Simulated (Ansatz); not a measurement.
System: rock-salt PbTe. Method: r²SCAN0 in Ansatz (PAW).

Total energies, extrapolated to zero smearing (they compare only within this program, potentials and cutoff):

```tsv
system	energy (eV/atom)
rock-salt PbTe, relaxed	-9457.0531
trigonal Te	-6994.7750
fcc Pb	-11918.2262
```

Problem. Work out the enthalpy of formation per atom.

Solution. ΔH_f ≈ ΔE = -9457.0531 − [1 × (-6994.7750) + 1 × (-11918.2262)]/2 = -0.553 eV/atom (0 K, no vibrations). The reference value is -0.366 eV/atom (measured, 298 K, copied from a table, unchecked, not corrected to a static lattice; as tabulated in the CRC Handbook), a difference of -0.187 eV/atom.

Spin–orbit coupling is left out; its size isn't shown.

The PAW data were made under PBE.

Ansatz is a quantum-chemistry and plane-wave program.
